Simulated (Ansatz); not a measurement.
A nudged elastic band was laid between two geometries of CH5BO + H2 (10 atoms, charge 0, multiplicity 1).

The calculation used RKS PBE0-D4/cc-pVDZ (Ansatz).

```json
{
  "movable images": "9",
  "climbing image": "yes",
  "spring": "5.0 eV/Å²",
  "optimiser": "quadratic models (default)",
  "start path": "through a guess of the saddle point",
  "force threshold": "0.05 eV/Å",
  "iteration limit": "60",
  "end points": "relaxed"
}
```

Image 0:

```xyz
10
Properties=species:S:1:pos:R:3
B 0.219 0.103 0.682
C -0.028 1.148 1.824
H -0.931 0.968 2.432
H 0.843 1.170 2.502
H -0.095 2.164 1.399
H 1.164 0.189 -0.071
O -0.588 -0.966 0.452
H -1.330 -1.002 1.070
H -0.701 -3.236 -0.563
H -0.825 -3.957 -0.781
```

Image 10:

```xyz
10
Properties=species:S:1:pos:R:3
B -0.217 -1.245 -0.958
C -0.031 0.271 2.526
H -1.112 0.068 2.562
H 0.290 0.654 3.504
H 0.190 1.020 1.754
H 0.341 -1.383 -2.021
O -0.767 -0.033 -0.727
H -1.185 0.022 0.142
H -0.288 -2.133 -0.135
H 0.508 -0.658 2.299
```

Q: Which bonds break or form, and what moves?

A: Bonds broken: B1–C2, H9–H10. Bonds formed: B1–H9, C2–H10. CH5BO + H2 becomes BH3O + CH4.

Q: Give the energies along the band, and the barrier.

A: The run converged. The highest image is number 6 of 0 to 10, 1.60 eV above the first end and 1.76 eV above the last; the last end lies 0.16 eV below the first. Neighbouring images differ by up to 1.6 eV, so the band resolves the path poorly. A vibrational analysis at the climbing image gives one clearly imaginary mode, 1193i cm⁻¹: a first-order saddle point. The orbitals stay closed-shell, which can raise the energy where a bond breaks towards radicals; this wasn't checked here.

| image | path coordinate (Å) | energy (eV) | B1–C2 (Å) | H9–H10 (Å) | B1–H9 (Å) |
| --- | --- | --- | --- | --- | --- |
| 0 | 0.00 | 0.00 | 1.57 | 0.76 | 3.68 |
| 1 | 1.13 | 0.01 | 1.57 | 0.76 | 3.60 |
| 2 | 2.26 | 0.01 | 1.57 | 0.76 | 3.43 |
| 3 | 3.40 | 0.02 | 1.57 | 0.76 | 3.15 |
| 4 | 4.53 | 0.04 | 1.57 | 0.76 | 2.83 |
| 5 | 5.66 | 0.25 | 1.58 | 0.76 | 2.20 |
| 6 | 6.79 | 1.60 | 1.79 | 1.09 | 1.34 |
| 7 | 8.06 | 0.01 | 2.74 | 1.99 | 1.21 |
| 8 | 9.33 | -0.14 | 3.43 | 2.84 | 1.21 |
| 9 | 10.61 | -0.15 | 3.78 | 3.10 | 1.21 |
| 10 | 11.88 | -0.16 | 3.80 | 2.96 | 1.21 |

Q: What is the geometry of the highest image?

A: 
```xyz
10
Properties=species:S:1:pos:R:3:forces:R:3
B -0.021 -0.626 0.188 0.01 -0.02 0.05
C -0.051 0.229 1.758 -0.02 -0.01 -0.02
H -0.818 -0.023 2.510 0.00 0.00 0.00
H 0.927 0.328 2.247 0.00 0.00 0.01
H -0.337 1.193 1.315 0.01 0.00 0.00
H 1.038 -0.337 -0.306 0.00 0.01 -0.01
O -1.187 -0.435 -0.573 -0.01 0.00 -0.04
H -1.995 -0.700 -0.127 0.00 0.00 0.02
H 0.171 -1.891 0.575 0.00 0.01 -0.01
H 0.001 -1.158 1.360 0.01 0.01 0.01
```

Run time: 7.7 min on 1 thread of Arm Neoverse V1, on a shared host, peak memory 0.14 GiB.
